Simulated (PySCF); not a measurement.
Species: C₅H₈S.
Geometry (PBE0-D3(BJ)/def2-SVP, Å), atoms numbered from 1 in this order:
```
atom  x, y, z in Å
S1     0.4377    2.5412    1.0626
C2     0.2165    1.0802    0.3954
C3    -1.1124    0.4043    0.1517
C4    -0.8007   -0.8006   -0.7368
C5     0.6181   -1.1935   -0.3176
C6     1.3051    0.1532   -0.0895
H7    -1.4957    0.0778    1.1360
H8    -1.8560    1.1094   -0.2461
H9    -1.5276   -1.6190   -0.6288
H10   -0.8080   -0.4969   -1.7971
H11    0.5863   -1.7617    0.6275
H12    1.1316   -1.8234   -1.0580
H13    1.6788    0.5670   -1.0445
H14    2.1637    0.1418    0.5970
```

All values: B3LYP/def2-SVPD (PySCF, non-relativistic), on one gas-phase PBE0-D3(BJ)/def2-SVP geometry that isn't relaxed in the solvent. The solvent is an IEF-PCM continuum (van der Waals radii × 1.2). Specific hydrogen bonds and non-electrostatic terms are outside this model.

Gas phase at B3LYP/def2-SVPD: HOMO -6.00 eV, LUMO -2.16 eV, dipole 3.24 D.

Question: What does the continuum do to the energy, the frontier levels and the dipole at B3LYP/def2-SVPD in tetrahydrofuran and acetone?

Answer: 
```csv
solvent,ε,E(solvent) − E(gas) (kcal/mol),polarisation term (kcal/mol),distortion of the solute (kcal/mol),HOMO (eV),LUMO (eV),dipole (D)
tetrahydrofuran,7.426,-3.62,-4.49,0.87,-6.20,-2.20,4.39
acetone,20.49,-4.21,-5.40,1.19,-6.25,-2.21,4.59
```

The first energy column is the sum of the next two and covers electrostatics alone. From tetrahydrofuran to acetone the lowering changes by a factor 1.16, Onsager's factor (ε − 1)/(2ε + 1) by 1.15 and ε itself by 2.8.

Question: Which radius a makes the point-dipole formula ΔE = −[(ε − 1)/(2ε + 1)]·μ²/a³ give the value in acetone, with the gas-phase dipole?

Answer: μ = 1.274 au and |ΔE| = 0.00671 Eh give a = 2.55 Å; the farthest nucleus lies 2.94 Å from the centroid of the nuclei, so such a sphere wouldn't even hold the nuclei. The formula assumes a rigid point dipole at the centre of a sphere.

Question: Give the dipole vector in the frame of the coordinates (D, pointing from negative to positive charge), gas and acetone.

Answer: Gas (-0.44, -2.92, -1.33), solvent (-0.63, -4.13, -1.89). Its length changes by +42 % and its direction by less than 1°.

Question: How does the static polarisability (B3LYP/def2-SVPD, frozen core, with the continuum's full static response) change?

Answer: 
```
         medium  isotropic (au)  principal values (au)  ⟨r²⟩ of the electrons (bohr²)
            gas            80.6      62.1, 77.2, 102.5                          763.2
tetrahydrofuran           107.0     82.9, 103.1, 135.0                          764.0
        acetone           112.5     88.0, 108.7, 140.7                          764.2
```

The isotropic value in acetone is 1.40 times the gas-phase one; no cavity-field correction is applied. ⟨r²⟩ is taken about the centre of nuclear charge.
